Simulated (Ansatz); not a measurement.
**[H···H···SiH], doublet along the distance H1-H2**

Starting geometry:

| atom | x (Å) | y (Å) | z (Å) |
| --- | --- | --- | --- |
| H | -2.3974 | 0.0479 | 0.0000 |
| H | -1.6524 | 0.0479 | 0.0000 |
| Si | 0.1266 | 0.0479 | 0.0000 |
| H | 0.5230 | -1.4316 | 0.0000 |

From there H2 is moved from one fragment to the other while all else, the fragments' distance too, stays fixed; atoms are numbered as listed. Energies are in eV, counted from the starting geometry at the same level. Kohn–Sham curves are unrestricted where that lies lower.

Basis 6-31G; Ansatz 0.2.0. Only valence electrons are correlated (noble-gas cores frozen).

Unrestricted Kohn–Sham rows aren't spin-pure: their determinants' ⟨S²⟩ exceeds S(S+1) by up to 0.35, so they mix in states of higher spin. A value is left out where its run failed or describes another state than the reference as far as symmetry and spin tell, or, spin-broken singlets apart, can't be checked.

In so small a basis the reference is far from its limit while semilocal and hybrid functionals are nearer theirs (RPA and double hybrids share much of the reference's basis error), so the functionals' errors here hold much of the reference's basis and frozen-core error, which can add to them or hide them.

Full CI is exact within this basis and frozen core; it isn't the basis-set limit.

```
distance H1-H2 (Å)  full CI    PBE  r2SCAN   PBE0  B3LYP   BHLYP  wB97X-V  wB97M-V  B2PLYP  RPA-PBE
             0.693    0.005  0.056   0.042  0.034  0.025  -0.001    0.011    0.010   0.007    0.005
             0.745    0.000  0.000   0.000  0.000  0.000   0.000    0.000    0.000   0.000    0.000
             0.793    0.084  0.038   0.049  0.060  0.067   0.093    0.084    0.083   0.084    0.084
             0.842    0.232  0.142   0.163  0.188  0.201   0.255    0.239    0.236   0.236    0.233
             0.890    0.420  0.292   0.322  0.362  0.381   0.464    0.444    0.437   0.433    0.424
             0.939    0.641  0.484   0.521  0.580  0.603   0.715    0.696    0.683   0.676    0.651
             0.987    0.876  0.705   0.742  0.821  0.851   0.986    0.976    0.957   0.951    0.900
             1.036    1.129  0.959   0.983  1.087  1.129   1.268    1.281    1.263   1.246    1.179
             1.084    1.388  1.235   1.231  1.357  1.418       –        –        –       –    1.484
```
